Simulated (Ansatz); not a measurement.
All values below come from Ansatz (an electronic-structure program) with B3LYP-D3(BJ)/def2-TZVP. No frequencies were computed at this level.

Ansatz 0.2 input:
```yaml
crystal:
  periodic: [false, false, false]
  atoms:
    - { symbol: Si, position_ang: [-0.000462, 0.000315, 0.238351] }
    - { symbol: H, position_ang: [-0.697816, 1.229558, -0.082169] }
    - { symbol: H, position_ang: [1.414038, -0.010474, -0.076858] }
    - { symbol: H, position_ang: [-0.71576, -1.219398, -0.079323] }
basis:
  gaussian: { orbitals: def2-tzvp }
hamiltonian:
  xc: b3lyp
  dispersion: d3bj
relax:
  max_steps: 150
magnetization:
  spin_polarized: true
  initial_magnetization: 1
```

Output:

```
Functional definition: B3LYP
393 factors; their error is unknown
mean field evaluation 1: about -7925.1161 eV, gradient 7.5e0 eV
mean field evaluation 2: about -7925.4990 eV, gradient 3.1e0 eV
mean field evaluation 4: about -7925.5633 eV, gradient 1.1e-1 eV
mean field evaluation 8: about -7925.5891 eV, gradient 9.5e-3 eV
mean field -7925.58913318 eV, -291.2600284871 hartree, gradient 1.5e-5 eV, S^2 0.752508; 0 other end points of the search recorded, 0 dependent functions left out
reference -7925.58933604 eV, -291.2600359421 hartree; 9, 8 occupied and 46, 47 virtual orbitals, 393 factors
relax step   1: F+E_penalty+E_count = -7925.65787074 eV  Δ(F+E_penalty+E_count) = +0.000e0 eV  max|allowed force component| = 9.055e-1 eV/Å  Δτ_max = 0.0000 Å  (23 SCF iters, accepted)
these checks for a lower state are left out or cut short: starts, cluster_reference, orbital_swaps, neighbouring_geometries, increment
393 factors; their error is unknown
mean field evaluation 16: about -7925.6301 eV, gradient 6.8e-2 eV
mean field -7925.65518314 eV, -291.2624557784 hartree, gradient 2.2e-5 eV, S^2 0.751911; 0 other end points of the search recorded, 0 dependent functions left out
reference -7925.65538587 eV, -291.2624632285 hartree; 9, 8 occupied and 46, 47 virtual orbitals, 393 factors
relax step   2: F+E_penalty+E_count = -7925.72407948 eV  Δ(F+E_penalty+E_count) = -6.621e-2 eV  max|allowed force component| = 1.487e-1 eV/Å  Δτ_max = 0.0992 Å  (26 SCF iters, accepted)
these checks for a lower state are left out or cut short: starts, cluster_reference, orbital_swaps, neighbouring_geometries, increment
393 factors; their error is unknown
mean field -7925.65715139 eV, -291.2625281104 hartree, gradient 5.0e-5 eV, S^2 0.751909; 0 other end points of the search recorded, 0 dependent functions left out
reference -7925.65735451 eV, -291.2625355748 hartree; 9, 8 occupied and 46, 47 virtual orbitals, 393 factors
relax step   3: F+E_penalty+E_count = -7925.72601166 eV  Δ(F+E_penalty+E_count) = -1.932e-3 eV  max|allowed force component| = 2.683e-2 eV/Å  Δτ_max = 0.0099 Å  (24 SCF iters, accepted)
these checks for a lower state are left out or cut short: starts, cluster_reference, orbital_swaps, neighbouring_geometries, increment
393 factors; their error is unknown
mean field evaluation 32: about -7925.6572 eV, gradient 1.7e-5 eV
mean field -7925.65716565 eV, -291.2625286342 hartree, gradient 1.7e-5 eV, S^2 0.751888; 0 other end points of the search recorded, 0 dependent functions left out
reference -7925.65736864 eV, -291.2625360939 hartree; 9, 8 occupied and 46, 47 virtual orbitals, 393 factors
relax step   4: F+E_penalty+E_count = -7925.72604415 eV  Δ(F+E_penalty+E_count) = -3.248e-5 eV  max|allowed force component| = 3.223e-2 eV/Å  Δτ_max = 0.0050 Å  (21 SCF iters, accepted)
these checks for a lower state are left out or cut short: starts, cluster_reference, orbital_swaps, neighbouring_geometries, increment
393 factors; their error is unknown
mean field -7925.65722885 eV, -291.2625309570 hartree, gradient 1.8e-5 eV, S^2 0.751900; 0 other end points of the search recorded, 0 dependent functions left out
reference -7925.65743187 eV, -291.2625384176 hartree; 9, 8 occupied and 46, 47 virtual orbitals, 393 factors
relax step   5: F+E_penalty+E_count = -7925.72610144 eV  Δ(F+E_penalty+E_count) = -5.730e-5 eV  max|allowed force component| = 6.014e-4 eV/Å  Δτ_max = 0.0029 Å  (21 SCF iters, accepted)
393 factors; their error is unknown
mean field -7925.65722885 eV, -291.2625309570 hartree, gradient 1.8e-5 eV, S^2 0.751900; 1 other end points of the search recorded, 0 dependent functions left out
reference -7925.65743187 eV, -291.2625384176 hartree; 9, 8 occupied and 46, 47 virtual orbitals, 393 factors
Total energy: -7925.72630446 eV, -291.2650694385 hartree
Atom 0 at    -0.000626     0.000404     0.341223 Å, force    -0.000000    -0.000003     0.000566 eV/Å
Atom 1 at    -0.696443     1.227199    -0.116465 Å, force    -0.000297     0.000525    -0.000191 eV/Å
Atom 2 at     1.411434    -0.010478    -0.111148 Å, force     0.000601    -0.000004    -0.000187 eV/Å
Atom 3 at    -0.714364    -1.217124    -0.113610 Å, force    -0.000304    -0.000518    -0.000188 eV/Å
Dipole moment:    -0.000032     0.000020     0.017109 e Å
```

Cost: about 4 core-seconds (a rough figure).
